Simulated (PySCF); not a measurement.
Species: C2H2Cl, net charge 0, doublet state. It need not be the lowest isomer of its formula. 
Structure (B3LYP-D3(BJ)/def2-TZVP (Ansatz) minimum search):
```
C
C 1 1.3086
H 1 1.0829 2 120.27
H 1 1.0879 3 117.72 2 -180.00
Cl 2 1.6767 1 135.19 3 -180.00
```
Charge 0, spin multiplicity 2.

Dispersion corrections to the total energy (kcal/mol) from the dftd3 and dftd4 libraries through PySCF: D3(BJ) without and D4 with the three-body term, each with the damping fitted for the functional named.

| functional | D3(BJ) | D4 |
|---|---|---|
| PBE0 | -1.57 | -1.42 |
| BLYP | [?] | -3.92 |
| B2GP-PLYP | -1.24 | -0.70 |
| CAM-B3LYP | -1.41 | [?] |
| r2SCAN | -0.48 | -0.39 |
| LC-wPBE | -1.71 | [?] |
| TPSS | -2.31 | -2.33 |

Task: Fill in the missing entries.

Result: 
- BLYP, D3(BJ): -4.02
- CAM-B3LYP, D4: -1.43
- LC-wPBE, D4: -1.91
